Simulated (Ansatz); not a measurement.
# BH₄O (doublet): from Hartree-Fock to the top rungs at distance O1–H3 along a hydrogen transfer = 1.175 Å, cc-pVDZ

Aim: climb from Hartree-Fock through coupled cluster and multireference methods for BH₄O (doublet) at one geometry and basis, and see what each rung misses.

Method: cc-pVDZ, core rule «outside noble gas», up to 2 orbitals frozen; program: Ansatz 0.2.0, Gaussian basis.

Plan: UHF; CCSD(T) on ROHF; CCSD(T) on UHF; BCCD(T) on ROHF; CISD; CCSDT(Q) on ROHF; CCSDT(Q) on UHF; CASSCF and MRCISD+Q, 3 electrons in 3 orbitals; CASSCF and NEVPT2, 3 electrons in 3 orbitals.

10 further runs of the same task are left out: 1 for a mislabelled method, 8 that didn't finish, 1 set aside as unsound or not needed.

## 1. The system

The geometry derives from fragments relaxed apart (PBE0/def2-TZVP) and kept rigid, so it is no stationary point. A hydrogen atom is moved between rigid fragments.

6 atoms, charge 0, spin multiplicity 2.

Atoms are counted from 1 here; the program's logs count them from 0.

Bond lengths: O1–H2 0.960 Å, O1–H3 1.175 Å, H3–B4 1.256 Å, B4–H5 1.191 Å, B4–H6 1.191 Å. Angles: H2–O1–H3 105.1°, O1–H3–B4 180.0°, H3–B4–H5 115.3°, H3–B4–H6 115.3°, H5–B4–H6 129.4°.

Geometry (Å):

| atom | x (Å) | y (Å) | z (Å) |
| --- | --- | --- | --- |
| O1 | -1.0745 | -0.0303 | 0.0000 |
| H2 | -1.3239 | 0.8963 | 0.0000 |
| H3 | 0.1005 | -0.0303 | 0.0000 |
| B4 | 1.3565 | -0.0303 | 0.0000 |
| H5 | 1.8655 | -0.0303 | 1.0770 |
| H6 | 1.8655 | -0.0303 | -1.0770 |

## 2. UHF

File in.yaml:

```yaml
crystal:
  periodic: [false, false, false]
  atoms:
    - {symbol: O, position_ang: [-1.074549, -0.030281, 0.000000]}
    - {symbol: H, position_ang: [-1.323859, 0.896295, 0.000000]}
    - {symbol: H, position_ang: [0.100451, -0.030281, 0.000000]}
    - {symbol: B, position_ang: [1.356451, -0.030281, 0.000000]}
    - {symbol: H, position_ang: [1.865524, -0.030281, 1.077008]}
    - {symbol: H, position_ang: [1.865524, -0.030281, -1.077009]}
basis:
  gaussian: {orbitals: cc-pVDZ}
magnetization: {spin_polarized: true, initial_magnetization: 1}
hamiltonian: {xc: hf}
output: {orbitals: {seedname: orbitals}}
```

Launch:

```console
ansatz run in.yaml --threads 1 --pin off --events-out ev --progress --plain --max-ram 2393MiB
```

Further steps of the session: CCSD(T) on ROHF; CCSD(T) on UHF; BCCD(T) on ROHF; CISD; CCSDT(Q) on ROHF; CCSDT(Q) on UHF; CASSCF and MRCISD+Q, 3 electrons in 3 orbitals; CASSCF and NEVPT2, 3 electrons in 3 orbitals.

**Question.** What will the summary of the whole plan be? Wanted: UCCSDT(Q) below the RHF energy; RMP2 from UCCSDT(Q); UMP2 from UCCSDT(Q); RCCSD from UCCSDT(Q); RCCSD(T) from UCCSDT(Q); UCCSD(T) from UCCSDT(Q); RCCSDT(Q) from UCCSDT(Q); NEVPT2 pair from UCCSDT(Q); MRCISD+Q pair from UCCSDT(Q).

**Answer**, as computed:

| quantity | value |
| --- | --- |
| UCCSDT(Q) below the RHF energy | -8.9155 eV |
| RMP2 from UCCSDT(Q) | +978.6 meV |
| UMP2 from UCCSDT(Q) | +1108.3 meV |
| RCCSD from UCCSDT(Q) | +210.3 meV |
| RCCSD(T) from UCCSDT(Q) | +37.5 meV |
| UCCSD(T) from UCCSDT(Q) | +38.1 meV |
| RCCSDT(Q) from UCCSDT(Q) | +0.4 meV |
| NEVPT2 pair from UCCSDT(Q) | +1044.4 meV |
| MRCISD+Q pair from UCCSDT(Q) | +110.7 meV |
| levels within 1 kcal/mol (43 meV) | RCCSD(T), UCCSD(T), BCCD(T), RCCSDT, UCCSDT, RCCSDT(Q) |
| T1 diagnostic | 0.020 |

**Reading.** RCCSD(T) lands +37.5 meV from the yardstick (0.4 % of the correlation energy). Of the multireference levels listed MRCISD+Q pair comes nearest in total energy (+110.7 meV), which doesn't show that its space is the better one. These misses are within one basis, not against nature; the frozen cores of restricted and unrestricted runs differ, which can shift their rows.
